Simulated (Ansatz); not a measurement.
The cluster Si₃H₅, relaxed as a doublet with UKS PBE0-D4/def2-TZVP in Ansatz, starting from the GFN1-xTB geometry. Force threshold 0.02 eV/Å.

The relaxation made no stability test and no search for a lower SCF solution. The structure comes from a short search, and lower isomers may exist.

Start:

Cartesian coordinates in Å:
```
Si 1.3888 0.9358 -0.4241
Si 0.4170 -0.7244 0.9120
Si -0.9164 0.5691 -0.5990
H -1.7985 1.6254 -0.0732
H 2.0891 0.3037 -1.5763
H 0.3153 -0.4605 2.3579
H -1.8543 -0.0536 -1.5481
H 0.3589 -2.1955 0.9508
```

Question: Estimate the energy that the relaxation releases and the steps that it takes.

Answer: 0.34 eV, in 10 steps; 15 s on 4 threads of AMD EPYC 7B13 on a shared host. No frequencies were taken in this run, so the end may be a saddle point.

Question: Does the start keep its bonding and symmetry?

Answer: By distances, no bond broke or formed. The bond that changes most is Si1–Si2, from 2.34 to 2.30 Å (atoms count from 1). Point group Cs at the start, Cs at the end, both within 0.05 Å.

Question: Predict the relaxed structure.

Answer: 
```xyz
8

Si    1.380    0.894   -0.449
Si    0.424   -0.667    0.951
Si   -0.905    0.627   -0.562
H    -1.805    1.507    0.227
H     1.802   -0.001   -1.584
H     0.053   -0.302    2.342
H    -1.604    0.071   -1.749
H     0.656   -2.128    0.824
```
Bond lengths: 3 × Si–Si 2.30 to 2.39 Å; 5 × H–Si 1.48 to 1.51 Å.
